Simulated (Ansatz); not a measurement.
# Worked example: Mg(CH3)(NH2) + CH5N → Mg(NH2)2 + C2H6

Species: Mg(CH3)(NH2), singlet; CH5N (methylamine) `CN`, singlet; Mg(NH2)2, singlet; C2H6 (ethane) `CC`, singlet. The partners trade CH3 for NH2: Mg–CH3 and C–NH2 bonds give way to Mg–NH2 and C–CH3.

Shapes, held fixed at every level: PBE0-D4/def2-TZVP. Programs: Ansatz 0.2.0. Electronic energies: no zero-point or thermal term.

At CCSD(T)/def2-TZVPP; 1 Eh = 2625.50 kJ/mol:

```
     species  energy (Eh)
Mg(CH3)(NH2)  -295.540771
        CH5N   -95.699696
    Mg(NH2)2  -311.606240
        C2H6   -79.675440
```

Problem. Work out ΔE of the reaction at this level.

Solution. 
1. Products less reactants: (-311.606240) + (-79.675440) − [(-295.540771) + (-95.699696)] = -0.041213 Eh = -108.2 kJ/mol.

Other levels give -118.9 (MP2/def2-SVP) to -99.5 kJ/mol (SPW92/def2-TZVPP). No measured value is set beside it here. Outer-core shells of Mg are correlated, in sets that cover them unevenly.
